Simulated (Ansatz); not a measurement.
Two shapes of singlet C₃.

Shape 1:

```xyz
3

C     0.0000    0.0000    0.0000
C     0.0000    1.2940    0.0000
C     0.0000   -1.2940    0.0000
```

Shape 2:

```xyz
3

C     0.0000    0.0000    0.0000
C     0.0000    0.6850    1.1865
C     0.0000   -0.6850    1.1865
```

Basis set: cc-pVDZ (spherical functions). Correlated methods keep 3 orbitals frozen. Charge 0, multiplicity 1.

Computed with Ansatz (development build ahead of 0.2.0); the reference of a correlated method needn't be the lowest determinant of its kind.

**Question.** Which shape is lower in energy, and by how much in each method?

**Answer.**

| method | E(2) − E(1) (eV) |
| --- | --- |
| RHF-CCSD | 1.907 |
| RHF-CCSD(T) | 1.940 |

Shape 1 is lower. Caution: large share of triples, a single reference is doubtful; the reference determinant was not shown to be the lowest; no unrestricted run beside it, a lower state can exist.
